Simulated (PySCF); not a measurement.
## One molecule, many functionals

Species: H5NOSi.
Bonds: N1–Si2, Si2–O3. Hydrogens: H4, H5 on N1; H6, H7 on Si2; H8 on O3.

Linear-response calculations in the def2-SVPD basis (PySCF; singlets by full response, triplets Tamm–Dancoff, core orbitals frozen in the response; HF means time-dependent Hartree–Fock). 'Strongest' is the level of largest summed f among the singlets computed (10 roots, of which the last may lack a degenerate partner); it can jump between rows when another state enters that window. S1 is the lowest singlet of each run and needn't be the same state throughout; f(S1) is that of one state. One conformer (not necessarily the lowest) at the PBE0-D3(BJ)/def2-SVP geometry, without solvent, vibrations or thermal averaging.

```tsv
functional	kind	S1 (eV)	f(S1)	strongest (eV)	T1 (eV)	HOMO (eV)	gap (eV)	ionisation energy, ΔSCF (eV)
LDA	LDA	6.02	0.051	7.77	5.72	-6.40	5.85	9.89
PBE	GGA	5.96	0.052	5.96	5.64	-6.26	5.81	9.74
B3LYP	global hybrid, 20% exact exchange	6.40	0.049	8.46	6.04	-7.45	7.44	10.06
PBE0	global hybrid, 25% exact exchange	6.62	0.047	8.73	6.24	-7.69	7.99	10.03
BHandHLYP	global hybrid, 50% exact exchange	6.98	0.046	8.81	6.55	-9.06	9.87	10.03
CAM-B3LYP	range-separated hybrid	6.68	0.046	6.68	6.28	-9.15	10.10	10.23
wB97X-D	range-separated hybrid	6.88	0.050	8.66	6.59	-9.64	11.56	10.18
LC-wPBE	range-separated hybrid	7.22	0.047	9.03	6.76	-10.56	12.59	10.33
```

**Question.** What does HF (Hartree–Fock) give?

**Answer.** S1 (eV) 7.73, f(S1) 0.047, strongest (eV) 9.73, T1 (eV) 7.12, HOMO (eV) -11.26, gap (eV) 13.57, ionisation energy, ΔSCF (eV) not settled. S1 runs from 5.96 eV (PBE) to 7.73 eV (HF), a spread of 1.77 eV, while the orbital gap spreads over 7.8 eV. Along PBE (0%), B3LYP (20%), PBE0 (25%), BHandHLYP (50%), HF (100%) S1 rises with the share of exact exchange. −ε(HOMO) comes closest to its own ΔSCF ionisation energy with LC-wPBE (+0.23 eV) and misses most with LDA (-3.49 eV). 'Not settled' means that the ion's SCF failed to converge or may have ended in another state than the lowest.
